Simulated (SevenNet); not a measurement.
System: rock-salt ZrC. Method: the machine-learned potential SevenNet-l3i5 (trained on PBE and PBE+U data).

Computed at the level's own relaxed cell.

```xyz
2
Lattice="0.0000 2.3619 2.3619 2.3619 0.0000 2.3619 2.3619 2.3619 0.0000" Properties=species:S:1:pos:R:3 pbc="T T T"
Zr     0.0000     0.0000     0.0000
C      2.3619     2.3619     2.3619
```

Q: Give the elastic tensor (Voigt notation, GPa, ions relaxed, in the Cartesian axes of the cell as printed).

A: 
```
  453.3   107.4   107.4     0.0     0.0     0.0
  107.4   453.3   107.4     0.0     0.0     0.0
  107.4   107.4   453.3     0.0     0.0     0.0
    0.0     0.0     0.0   134.7     0.0     0.0
    0.0     0.0     0.0     0.0   134.7     0.0
    0.0     0.0     0.0     0.0     0.0   134.7
```

Measured, for comparison: elastic constant C11 470 GPa, elastic constant C12 100 GPa, elastic constant C44 160 GPa (temperature not stated, no zero-point or thermal correction; as tabulated in Wu et al. (2005), arXiv:cond-mat/0412374). Computed less measured: elastic constant C11 -3.6 %, elastic constant C12 +7 %, elastic constant C44 -16 %.

A machine-learned potential is trained on density-functional data: it inherits that level's misses and adds fitting errors of its own.

Computed values are for the static lattice.
